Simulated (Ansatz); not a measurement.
Born–Oppenheimer molecular dynamics of CH5B (7 atoms, charge 0, multiplicity 1). It starts from a relaxed structure.

All numbers below come from RKS BHLYP-D4/def2-SVP in Ansatz 0.2.0.

```
ensemble                      : NVE (velocity Verlet)
time step                     : 0.25 fs
steps asked                   : 250
starting velocities drawn for : 300 K
seed                          : 470001
```

First frame:

```xyz
7
Properties=species:S:1:pos:R:3
B -0.018 0.018 -0.014
H 0.005 0.242 1.167
H 1.011 -0.301 -0.547
C -1.355 0.056 -0.806
H -1.761 -0.964 -0.684
H -2.109 0.732 -0.395
H -1.248 0.217 -1.881
```

(1) How far do the bonds stretch over the last three quarters of this one trajectory? (Pairs bonded in most of those frames.)

Answers

(1) 
| bond | mean (Å) | spread (Å) | shortest | longest |
| --- | --- | --- | --- | --- |
| B1–H2 | 1.202 | 0.009 | 1.19 | 1.21 |
| B1–H3 | 1.203 | 0.019 | 1.17 | 1.23 |
| B1–C4 | 1.551 | 0.020 | 1.52 | 1.58 |
| C4–H5 | 1.096 | 0.016 | 1.06 | 1.12 |
| C4–H6 | 1.100 | 0.039 | 1.04 | 1.15 |
| C4–H7 | 1.106 | 0.029 | 1.06 | 1.15 |

Mean temperature of the second half: 169 K. The conserved energy stayed within 0.082 meV per atom of its start (net change 0.03 meV per atom), so the integration is sound. Over the second half the temperature averaged 0.56 of the 300 K drawn at the start: a run that starts near a minimum puts about half its kinetic energy into the potential. A run of 0.062 ps of so small a system gives no equilibrium averages.

The run took 3.7 min on 1 thread of Arm Neoverse V2 (shared host), peak memory 0.09 GiB.
